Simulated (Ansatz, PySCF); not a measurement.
Molecule: SiF₃ (charge 0, doublet). It need not be the lowest isomer of its formula. 
Geometry from a B3LYP-D3(BJ)/def2-TZVP (Ansatz, a first-principles code) optimisation:
```
Si
F 1 1.5883
F 1 1.5883 2 107.92
F 1 1.5883 2 107.92 3 -116.39
```
Charge 0, spin multiplicity 2.

Total electronic energies in hartree. Correlated levels leave the core frozen unless marked. UHF or UKS for open shells. Spin-orbit coupling is left out. Non-relativistic. FCI takes restricted orbitals. CBS(X,Y): correlation extrapolated as X^-3; Hartree-Fock from the larger set. The bracket is a focal-point correction in the basis named.

| level | program | energy (Eh) |
|---|---|---|
| HF/cc-pVTZ | Ansatz | -587.54049 |
| BP86/def2-TZVPD | PySCF | ___ |
| r2SCAN-D4/def2-TZVPD | Ansatz + dftd4 | -589.17513 |
| B97M-V/def2-TZVPD | Ansatz | -589.12998 |
| PBE0/def2-TZVP | Ansatz | -588.90711 |
| PBE0/def2-QZVPP | Ansatz | -588.93521 |
| BHLYP/def2-TZVPD | Ansatz | ___ |
| r2SCANh/def2-TZVPD | Ansatz | -589.15607 |
| r2SCAN0/def2-TZVPD | Ansatz | -589.12929 |
| MN15-D3(BJ)/def2-TZVPD | PySCF + dftd3 | -588.97673 |
| MN15/def2-TZVPD | PySCF | -588.97673 |
| HSE06-D4/def2-TZVPD | Ansatz + dftd4 | -588.89299 |
| HSE06/def2-TZVPD | Ansatz | -588.89134 |
| B2PLYP-D4/def2-TZVPD | Ansatz + dftd4 | ___ |
| MP2/6-31G | Ansatz | -587.62733 |
| MP2/6-31G* | Ansatz | -587.96400 |
| CCSD/6-31G | Ansatz | -587.62473 |
| CCSD/cc-pV(T+d)Z | Ansatz | -588.39171 |
| CCSD/cc-pVTZ | Ansatz | -588.38383 |
| CCSD(T)/cc-pV(T+d)Z | Ansatz | -588.41650 |
| CCSD(T)/cc-pVTZ | Ansatz | -588.40855 |
| FCI/STO-3G | Ansatz | -579.81996 |
| RI-MP2/CBS(cc-pV(T+d)Z,cc-pV(Q+d)Z)+[CCSD(T)-MP2]/cc-pV(T+d)Z | Ansatz | -588.5873 |

Task: Some entries are withheld; supply them.

Result: 
- BP86/def2-TZVPD, energy (Eh): -589.33364
- BHLYP/def2-TZVPD, energy (Eh): -589.21424
- B2PLYP-D4/def2-TZVPD, energy (Eh): -589.05159
